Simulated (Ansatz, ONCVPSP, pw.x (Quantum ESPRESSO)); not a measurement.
# tungsten (W): one change to the ONCV potential, in the atom and in the bcc crystal

* Element: W
* Generator: ONCVPSP 4.0.1.1 (patched build)
* Type: optimised norm-conserving Vanderbilt (ONCV)
* Functional: PBEsol
* Relativity: scalar-relativistic
* Frozen core: [Kr] 4d10 4f14
* Valence charge: 14
* Reference configuration: 5s2 5p6 5d4 6s2
* Partial waves: 5s+6s: rc 1.80 bohr, ncon 4, nbas 8, qcut 5.7 1/bohr, 3 projectors, debl 2.7 Ha; 5p: rc 1.45 bohr, ncon 4, nbas 7, qcut 10.4 1/bohr, 3 projectors, debl 1.5 Ha; 5d: rc 2.50 bohr, ncon 5, nbas 10, qcut 5.8 1/bohr, 2 projectors, debl 3.3 Ha
* Local potential: polynomial inside 1.30 bohr (lpopt 5, dvloc0 4 Ha)
* Core correction: none

In the p channel the program set the typed energies aside and used -1.588, 0.250, 1.750 Ha.

Change: all radii scaled by about 1.08 (s 1.94, p 1.56, d 2.70 bohr); local potential polynomial inside 1.40 bohr (lpopt 5, dvloc0 4 Ha).

Cutoffs, loose and tight: the cutoffs (Ha) at which the residual kinetic energy of the hardest occupied pseudo-wave falls to 1 and 0.1 mHa per electron. They do not see the model core or the augmentation charge, which bear on the density cutoff. Test errors are all-electron minus pseudo excitation energies from the reference, over the configurations 5s2 5p6 5d4 6s1; 5s2 5p6 5d4 6s0; 5s2 5p6 5d3 6s0; 5s2 5p6 5d4 6s0 6p2; variants that change the core or the reference have their own tests.

Crystal test: bcc W in pw.x 7.5, no spin, 15³ k-points, Fermi–Dirac smearing 0.01 Ry, cutoffs set for each file from its atomic test. The reference is all-electron LAPW (Ansatz 0.2.0) with the same functional, mesh and smearing; V0 and B0 come from Birch–Murnaghan fits to the pressures at five volumes. Errors are pseudo minus all-electron; Δ is the rms difference of the E(V) curves that follow from these fits, minima aligned, over ±6 % about the mean V0. Mesh and smearing are coarse, so the numbers serve the comparison and aren't converged zero-temperature values; the lattice is a test structure that the element need not adopt.

All-electron: a0 = 3.155 Å (V0 = 15.70 Å³/atom), B0 = 321.1 GPa.

Problem. Does the change bring the crystal closer to the all-electron result?

Solution. The mean pressure error goes from -3.14 to -1.74 GPa, so the change moves the solid closer to the all-electron pressures. At 80 % of its cutoff the pressure of the base moves by -3.76 GPa. At 80 % of its cutoff the pressure of the changed file moves by -3.20 GPa.

```csv
quantity,base,changed
outcome (atom),"generated, projector energies reset by the program","generated, projector energies reset by the program"
"cutoff, loose (atom)",34 Ha,32 Ha
"cutoff, tight (atom)",40 Ha,38 Ha
bound ghosts (atom),none,none
largest test error (meV) (atom),-16,-23
cutoffs in pw.x (Ry),95/380,90/360
a0 (Å),3.144,3.149
a0 error (%),-0.33,-0.18
B0 error (%),-0.1,-0.6
Δ (meV/atom),10.8,6.0
mean pressure error (GPa),-3.14,-1.74
```

Changed file: The largest radius (2.70 bohr) exceeds half the bond length (2.58 bohr), so the spheres overlap, which is one possible source of error among others.
